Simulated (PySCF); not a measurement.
## A small calculation by hand: dipole moment from atomic charges

thiophene (C4H4S), SMILES c1ccsc1. Atoms are numbered in the order given.

```xyz
9

C      0.0000     0.7121     1.2698
C      0.0000    -0.7121     1.2698
C      0.0000    -1.2349     0.0031
S      0.0000     0.0000    -1.1895
C      0.0000     1.2349     0.0031
H      0.0000     1.3256     2.1718
H      0.0000    -1.3256     2.1718
H      0.0000    -2.2830    -0.2933
H      0.0000     2.2830    -0.2933
```

The structure is a stationary point at PBE0-D3(BJ)/def2-SVP.

Charges (e) from PBE/def2-TZVP (PySCF):

| atom | ESP fit | IAO |
|---|---|---|
| C1 | -0.154 | -0.185 |
| C2 | -0.154 | -0.185 |
| C3 | -0.235 | -0.336 |
| S4 | 0.061 | 0.374 |
| C5 | -0.235 | -0.336 |
| H6 | 0.157 | 0.161 |
| H7 | 0.157 | 0.161 |
| H8 | 0.201 | 0.173 |
| H9 | 0.201 | 0.173 |

The dipole moment of the full density is 0.44 D.

Q: What dipole moment does each set of point charges give, and which comes closer to that of the density?

A: 
μ = Σ q r, and 1 e Å = 4.8032 D.
ESP fit: Σ q r = (0.000, 0.000, 0.099) e Å, |μ| = 0.48 D.
IAO: Σ q r = (0.000, 0.000, -0.319) e Å, |μ| = 1.53 D.
ESP fit comes closer in size. Point charges leave out the atoms' own dipoles (lone pairs, polarised bonds); fits to the potential absorb them, partitions of the density don't.
